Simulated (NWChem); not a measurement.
hydrogen fluoride (HF) in NWChem

SMILES: F
```xyz
2

F      0.0000     0.0000     0.0925
H      0.0000     0.0000    -0.8323
```
Charge 0, spin multiplicity 1.

Program: NWChem. Structure: optimised with B3LYP/def2-SVP, a minimum by its harmonic frequencies.

Static limit. This basis has no diffuse functions, which lowers polarisabilities.

The Pople sets run with spherical d functions.

Q: Give the polarisability tensor in bohr³ at PBE/6-31G* (spherical d), in the frame of the coordinates, and its isotropic mean.

A: 
```
1.90  0.00  0.00
0.00  1.90  0.00
0.00  0.00  4.53
```
Mean (one third of the trace): 2.78 bohr³.
